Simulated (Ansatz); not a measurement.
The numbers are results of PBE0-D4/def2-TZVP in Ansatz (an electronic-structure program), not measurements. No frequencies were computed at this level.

Ansatz 0.2 input:
```yaml
crystal:
  periodic: [false, false, false]
  atoms:
    - { symbol: C, position_ang: [0.0, -0.000002, -0.000012] }
    - { symbol: H, position_ang: [1.060225, -0.123762, -0.005] }
    - { symbol: H, position_ang: [-0.637301, -0.8563, 0.003536] }
    - { symbol: H, position_ang: [-0.422925, 0.980064, 0.001478] }
basis:
  gaussian: { orbitals: def2-tzvp }
hamiltonian:
  xc: pbe0
  dispersion: d4
relax:
  max_steps: 150
magnetization:
  spin_polarized: true
  initial_magnetization: 1
```

Output:

```
Functional definition: PBE0
312 factors; their error is unknown
mean field evaluation 1: about -1080.4580 eV, gradient 2.3e1 eV
mean field evaluation 2: about -1080.7443 eV, gradient 2.1e1 eV
mean field evaluation 4: about -1082.9838 eV, gradient 9.6e-2 eV
mean field evaluation 8: about -1082.9776 eV, gradient 1.3e-3 eV
mean field -1082.97758939 eV, -39.7986923417 hartree, gradient 8.3e-6 eV, S^2 0.754501; 0 other end points of the search recorded, 0 dependent functions left out
reference -1082.97760921 eV, -39.7986930697 hartree; 5, 4 occupied and 44, 45 virtual orbitals, 312 factors
relax step   1: F+E_penalty+E_count = -1082.99056335 eV  Δ(F+E_penalty+E_count) = +0.000e0 eV  max|allowed force component| = 4.728e-1 eV/Å  Δτ_max = 0.0000 Å  (24 SCF iters, accepted)
these checks for a lower state are left out or cut short: starts, cluster_reference, orbital_swaps, neighbouring_geometries, increment
312 factors; their error is unknown
mean field evaluation 16: about -1082.9923 eV, gradient 7.3e-4 eV
mean field -1082.98596659 eV, -39.7990001981 hartree, gradient 3.9e-6 eV, S^2 0.754613; 0 other end points of the search recorded, 0 dependent functions left out
reference -1082.98598643 eV, -39.7990009271 hartree; 5, 4 occupied and 44, 45 virtual orbitals, 312 factors
relax step   2: F+E_penalty+E_count = -1082.99895656 eV  Δ(F+E_penalty+E_count) = -8.393e-3 eV  max|allowed force component| = 1.152e-1 eV/Å  Δτ_max = 0.0095 Å  (28 SCF iters, accepted)
these checks for a lower state are left out or cut short: starts, cluster_reference, orbital_swaps, neighbouring_geometries, increment
312 factors; their error is unknown
mean field -1082.98578455 eV, -39.7989935079 hartree, gradient 4.0e-6 eV, S^2 0.754644; 0 other end points of the search recorded, 0 dependent functions left out
reference -1082.98580441 eV, -39.7989942378 hartree; 5, 4 occupied and 44, 45 virtual orbitals, 312 factors
relax step   3: F+E_penalty+E_count = -1082.99878072 eV  Δ(F+E_penalty+E_count) = +1.758e-4 eV  max|allowed force component| = 6.046e-2 eV/Å  Δτ_max = 0.0186 Å  (28 SCF iters, rejected (line search))
these checks for a lower state are left out or cut short: starts, cluster_reference, orbital_swaps, neighbouring_geometries, increment
312 factors; their error is unknown
mean field evaluation 32: about -1082.9928 eV, gradient 1.2e-4 eV
mean field -1082.98651130 eV, -39.7990202157 hartree, gradient 3.9e-6 eV, S^2 0.754653; 0 other end points of the search recorded, 0 dependent functions left out
reference -1082.98653115 eV, -39.7990209452 hartree; 5, 4 occupied and 44, 45 virtual orbitals, 312 factors
relax step   4: F+E_penalty+E_count = -1082.99950671 eV  Δ(F+E_penalty+E_count) = -5.501e-4 eV  max|allowed force component| = 2.850e-3 eV/Å  Δτ_max = 0.0033 Å  (29 SCF iters, accepted)
312 factors; their error is unknown
mean field -1082.98651130 eV, -39.7990202157 hartree, gradient 1.1e-5 eV, S^2 0.754653; 1 other end points of the search recorded, 0 dependent functions left out
reference -1082.98653115 eV, -39.7990209452 hartree; 5, 4 occupied and 44, 45 virtual orbitals, 312 factors
Total energy: -1082.99952656 eV, -39.7994985175 hartree
Atom 0 at    -0.000001     0.000000     0.000014 Å, force    -0.000009     0.000020    -0.000045 eV/Å
Atom 1 at     1.072884    -0.125248    -0.005068 Å, force    -0.002850     0.000336     0.000028 eV/Å
Atom 2 at    -0.644904    -0.866530     0.003569 Å, force     0.001711     0.002304     0.000005 eV/Å
Atom 3 at    -0.427980     0.991778     0.001487 Å, force     0.001148    -0.002660     0.000011 eV/Å
Dipole moment:     0.000000    -0.000000    -0.000008 e Å
```

Cost: around 3 core-seconds (rough).
